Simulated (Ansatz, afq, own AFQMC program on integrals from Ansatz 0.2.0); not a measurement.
**BN⁺, doublet in 6-31G, levels against full CI**

```yaml
atoms:
  - { symbol: B, position_ang: [0.0000, 0.0000, 0.0000] }
  - { symbol: N, position_ang: [0.0000, 0.0000, 3.9370] }
```

Basis 6-31G. Only valence electrons are correlated. Ansatz 0.2.0 and our own AFQMC program on the same integrals; the CISD trial comes from CCSD amplitudes, and released means the phaseless constraint is let go. Uncertainties: one standard error, sampling alone.

Determinant: ROHF, the one that the program's search chose, which needn't be the lowest solution. The geometry is a point of a scan.

Full CI is exact in this basis; its frozen core comes from its own orbitals, which moves totals by up to a few meV.

Cautions: a spin-contaminated unrestricted determinant lies lower (UHF 1.78 eV lower, ⟨S²⟩ 1.75); strong correlation (T1 0.010, weight of the determinant 0.77, largest double 0.41); the CCSDT(Q) amplitudes may be one of several solutions (largest double 0.71); the CCSDTQ amplitudes may be one of several solutions (largest double 0.72); the released energies have errors that jump between times, so the bars are unsure, so no released level is given (meV from the phaseless value at times in 1/Eh: -405 ± 393 at 0.24, -28 ± 7 at 0.51, -18 ± 7 at 0.99, -25 ± 9 at 1.62, -57 ± 13 at 2.40); the ph-AFQMC/CISD walk drifts between its halves (2.6 errors); full CI with its own frozen core; a state of higher spin lies lower (by 2.80 eV).

The T1 diagnostic is 0.0100 and the weight of the determinant in the CISD state is 0.774. The size of the correlated space is 7 electrons in 16 orbitals.

```csv
level,correlation energy (eV)
MP2,-1.9803
CCSD,-3.3332
CCSD(T),-3.4163
```

(1) Estimate where phaseless AFQMC with the Hartree–Fock trial lies against CCSD(T) on the same integrals.

(1) 0.54 ± 0.87 kcal/mol below CCSD(T). The gap is under twice the noise, so this walk alone can't tell the two apart.

Reference: full CI, correlation energy -3.487 eV. CCSDTQ lies 0.1 meV above full CI, in part by the other frozen core, which shifts every row alike, so rows that close can't be ranked against it. The cautions show a poor starting determinant, so the rows tell how each method copes with it here, and full CI is the sure value.

| level | E − E(reference) (kcal/mol) | share of correlation (%) |
| --- | --- | --- |
| CCSD(T) | 1.64 | 97.97 |
| CCSDT | 0.15 | 99.81 |
| CCSDT(Q) | 0.00 | 100.00 |
| CCSDTQ | 0.00 | 100.00 |
| ph-AFQMC/HF | 1.10 ± 0.87 | 98.64 |
| ph-AFQMC/CISD | 1.87 ± 0.11 | 97.67 |

CCSDT and higher add their correlation energy to the determinant of the CCSD(T) run, since their own runs factorise the integrals more tightly (a shift of under 2 meV).
